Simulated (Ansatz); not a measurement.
input.yaml

```yaml
crystal:
  periodic: [false, false, false]
  atoms:
    - { symbol: Si, position_ang: [0.0, 0.0, 0.0] }
    - { symbol: C, position_ang: [1.1598, 0.0, 1.7145] }
    - { symbol: H, position_ang: [0.1602, -0.3092, 2.085] }
    - { symbol: H, position_ang: [1.9274, -0.7111, 2.085] }
    - { symbol: H, position_ang: [1.3918, 1.0203, 2.085] }
    - { symbol: H, position_ang: [1.6388, 0.0, 0.265] }
    - { symbol: H, position_ang: [-0.6877, 1.1914, -0.4862] }
    - { symbol: H, position_ang: [-0.6877, -1.1914, -0.4862] }
basis:
  gaussian: { orbitals: def2-SVP }
hamiltonian:
  xc: pbe0
  dispersion: d4
relax:
  f_tol: 0.15
  max_steps: 25
  restrain:
    - { distance: [1, 5], at: 2.31, k: 30.0 }
    - { distance: [0, 1], at: 1.87, k: 30.0 }
    - { distance: [0, 5], at: 1.46, k: 30.0 }
output:
  orbitals: {}
```

Run as:

```bash
$ ansatz run input.yaml --threads 1 --pin off --max-ram 2048MiB --backend cpu --events-out ev --progress --plain --runs-dir out
```

Hardware: 1 thread of Arm Neoverse V1, with other jobs on the host.

Q: Roughly how long does this run take, and how much memory?

A: 12 s, with a peak of 0.11 GiB, for 7 ionic steps.
